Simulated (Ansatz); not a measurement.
# [HSO2]− (SMILES O=[SH][O-]) at RPA@PBE/STO-3G

What is the vertical ionisation energy of [HSO2]− at RPA@PBE/STO-3G? 

The calculation is run with Ansatz 0.2.0.

## (1) Starting point

The species is [HSO2]− (4 atoms), meant as a singlet with charge -1. As SMILES, `O=[SH][O-]`. The coordinates come from a GFN2-xTB relaxation.

Bond lengths: O1–S2 1.485 Å, S2–O3 1.486 Å, S2–H4 1.617 Å. Angles: O1–S2–O3 112.7°, O1–S2–H4 101.0°, O3–S2–H4 101.0°.

## (2) The energy at RPA@PBE/STO-3G

in.yaml

```yaml
crystal:
  periodic: [false, false, false]
  atoms:
    - {symbol: O, position_ang: [-1.198220, 0.078790, 0.730410]}
    - {symbol: S, position_ang: [-0.199070, -0.294820, -0.302710]}
    - {symbol: O, position_ang: [1.007500, -0.941190, 0.274450]}
    - {symbol: H, position_ang: [0.389790, 1.157220, -0.702150]}
basis:
  gaussian:
    orbitals: STO-3G
total_charge: -1
hamiltonian:
  xc: {name: PBE}
correlation:
  method: rpa
  frozen_orbitals: {H: 0, O: 1, S: 5}
accuracy: high
```

Command:

```bash
$ ansatz run in.yaml --threads 1 --pin off --max-ram 2610MiB --events-out events.jsonl --progress --plain --runs-dir runs
```

The program printed:

```text
Warning: RAYON_NUM_THREADS=1 ignored (pool sized by the plan → 1); use --threads N
Functional definition: PBE
  name "PBE"
  parameter kappa = 0.804
  parameter beta = 0.06672455060314922
  exchange = pbe_x(kappa = kappa, mu = beta*pi^2/3)
  correlation = pbe_c(beta = beta)
361 factors; integrals over basis functions are off by at most 3.3e-8 eV
mean field evaluation 1: about -14742.6328 eV, gradient 4.0e1 eV
mean field evaluation 2: about -14742.6192 eV, gradient 4.0e1 eV
mean field evaluation 4: about -14745.1643 eV, gradient 2.4e1 eV
mean field evaluation 8: about -14748.6973 eV, gradient 2.5e-1 eV
mean field evaluation 16: about -14748.6975 eV, gradient 8.5e-7 eV
mean field -14748.69748946 eV, -542.0046357116 hartree, gradient 2.2e-8 eV, S^2 0.000000; 0 other end points of the search recorded, 0 dependent functions left out
7 core orbitals not correlated: weight in the atoms' cores, before any rotation towards them, 1.000 or more for the frozen orbitals, at most 0.000 for the correlated occupied ones
reference -14719.22634294 eV, -540.9215910530 hartree; 10, 10 occupied and 3, 3 virtual orbitals, 361 factors
Total energy: -14726.44470947 eV, -541.1868611303 hartree
```

Run time: 1.3 s. Hardware: 1 thread of Arm Neoverse V2, shared host; peak memory 0.093 GiB.

## (3) Doublet neutral HSO2

input.yaml

```yaml
crystal:
  periodic: [false, false, false]
  atoms:
    - symbol: O
      position_ang: [-1.198220, 0.078790, 0.730410]
    - symbol: S
      position_ang: [-0.199070, -0.294820, -0.302710]
    - symbol: O
      position_ang: [1.007500, -0.941190, 0.274450]
    - symbol: H
      position_ang: [0.389790, 1.157220, -0.702150]
basis:
  gaussian:
    orbitals: STO-3G
magnetization:
  spin_polarized: true
  initial_magnetization: 1
hamiltonian:
  xc: pbe
correlation:
  method: rpa
  frozen_orbitals: {H: 0, O: 1, S: 5}
accuracy: high
```

Command:

```bash
$ ansatz run input.yaml --threads 1 --pin off --max-ram 2610MiB --events-out events.jsonl --progress --plain --runs-dir runs
```

The program printed, shortened:

```text
Warning: RAYON_NUM_THREADS=1 ignored (pool sized by the plan → 1); use --threads N
[... 2 set-up lines as earlier in the session ...]
[...]
361 factors; integrals over basis functions are off by at most 3.3e-8 eV
[...]
mean field -14752.58980955 eV, -542.1476758364 hartree, gradient 1.0e-8 eV, S^2 0.756464; 2 other end points of the search recorded, 0 dependent functions left out
7 core orbitals not correlated: weight in the atoms' cores, before any rotation towards them, 1.000 or more for the frozen orbitals, at most 0.000 for the correlated occupied ones
reference -14722.86815996 eV, -541.0554253601 hartree; 10, 9 occupied and 3, 4 virtual orbitals, 361 factors
Total energy: -14731.74203133 eV, -541.3815341179 hartree
```

Run time: 2.3 s. Hardware: 1 thread of Arm Neoverse V2, shared host; peak memory 0.12 GiB.

## (4) Results

At RPA@PBE/STO-3G, 7 core orbitals frozen:

```
                                               quantity          value
                          singlet [HSO2]−: total energy  -541.18686 Eh
      singlet [HSO2]−: RPA correlation energy (valence)     -265.3 mEh
                     doublet neutral HSO2: total energy  -541.38153 Eh
 doublet neutral HSO2: RPA correlation energy (valence)     -326.1 mEh
doublet neutral HSO2: ⟨S²⟩ of the reference determinant          0.756
    vertical ionisation energy (to the doublet neutral)      -5.297 eV
```

What this shows: The species is unbound against losing an electron at this level, by 5.30 eV (−511 kJ/mol); missing correlation or diffuse functions can give that sign where the real anion is bound. In a minimal basis such a difference can be off by several eV, whatever the method.
